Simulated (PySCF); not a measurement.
Compound: AlMe2H, C2H7Al.
Bonds: Al1–C2, Al1–C6. Hydrogens: H10 on Al1; H3, H4, H5 on C2; H7, H8, H9 on C6.

Method used: PBE0-D3(BJ)/def2-SVP geometry optimisation, gas phase (PySCF).

(1) List the bond lengths and angles at this level.

Results:

(1) 
```csv
bond,length (Å)
"Al1–C2, Al1–C6",1.960
Al1–H10,1.598
C2–H3 and 5 like bonds,1.103
```

Bonds in one row agree within 0.01 Å and their mean is given. A selection of angles:
```csv
angle,degrees
C2–Al1–C6,119.7
C2–Al1–H10,120.1
Al1–C2–H3,110.7
Al1–C2–H5,113.5
H3–C2–H4,105.8
H3–C2–H5,107.6
```

Al1 (aluminium bonded to 2 C and H) is planar (angles 120.1°, 120.1° and 119.7°, sum 360.0°, 0.00 Å off the plane of its three neighbours).

Point group: near C2v, missed by 0.17 Å at most; the miss may be what the optimiser left on a soft mode (C2 holds within 0.08 Å). No PBE0-D3(BJ)/def2-SVP frequencies stand behind this structure, so it isn't proved a minimum.
